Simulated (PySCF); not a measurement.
Saddle point of CH7NSi, singlet (CH₃N ([CH2][NH]) + SiH₄ → CH₇NSi ([CH3][NH][SiH3]); bonds formed: Si1–N6, H2–C7; bonds broken: Si1–H2), PBE0-D4/def2-TZVP structure:

Si1  (-0.182, -1.062, -0.204)
H2  (-0.256, 0.189, -1.239)
H3  (1.298, -1.169, -0.450)
H4  (-0.485, -2.545, -0.313)
H5  (-1.593, -0.635, 0.127)
N6  (0.203, 0.371, 1.094)
C7  (0.428, 1.139, 0.035)
H8  (-0.664, 0.625, 1.558)
H9  (1.387, 1.034, -0.463)
H10  (-0.136, 2.053, -0.145)
(Å)

Energies are electronic, without zero-point energy. Barriers and step energies count from the start structure reached by relaxing down the imaginary mode; all methods use the PBE0-D4 structures, on which another method's saddle can fall below an end. Program: PySCF 2.14 with density fitting (its default auxiliary sets; JK sets also for MP2 and CCSD(T)). Basis: def2-TZVPP, with def2-QZVPP for the basis limit. Cores are frozen in the correlated methods. B3LYP uses VWN-RPA correlation. Extrapolation: Hartree–Fock as exp(−7.88 √X), correlation as X^−2.97.

```tsv
method	barrier (kcal/mol)	step energy (kcal/mol)
SPW92	?	-43.92
PBE-D4	37.40	-36.10
r2SCAN-D4	40.04	-38.33
PBE0-D4	41.04	-39.59
B3LYP-D4	47.58	-35.30
BHLYP-D4	?	-38.52
wB97M-V	46.47	-37.00
HF	?	-34.83
MP2	47.57	-38.65
CCSD	52.16	-35.88
CCSD(T)	49.21	-35.12
```

(1) Fill in the withheld barriers. (Judge from chemistry; the value comes from the calculation.)

No T1 diagnostic of these runs exceeds 0.020.

Results:

(1) Computed: SPW92 28.08; BHLYP-D4 52.16; HF 66.20 kcal/mol. Each is the energy of the saddle less that of the start structure, by the same method.

For comparison, the barrier by CCSD(T) at an estimated basis limit (MP2 extrapolated from triple and quadruple zeta, plus CCSD(T) − MP2 in triple zeta) is 47.43 kcal/mol.

Labels in which every atom is bracketed show which atoms are joined, not bond orders.

For scale, one of the runs: CCSD(T)/def2-TZVPP, 202 basis functions, launched by `OMP_NUM_THREADS=4 python run.py`. Time: 5.1 min of wall clock on 4 CPU threads of an Arm Neoverse V2; the host was shared. Peak host memory: 2.3 GiB.
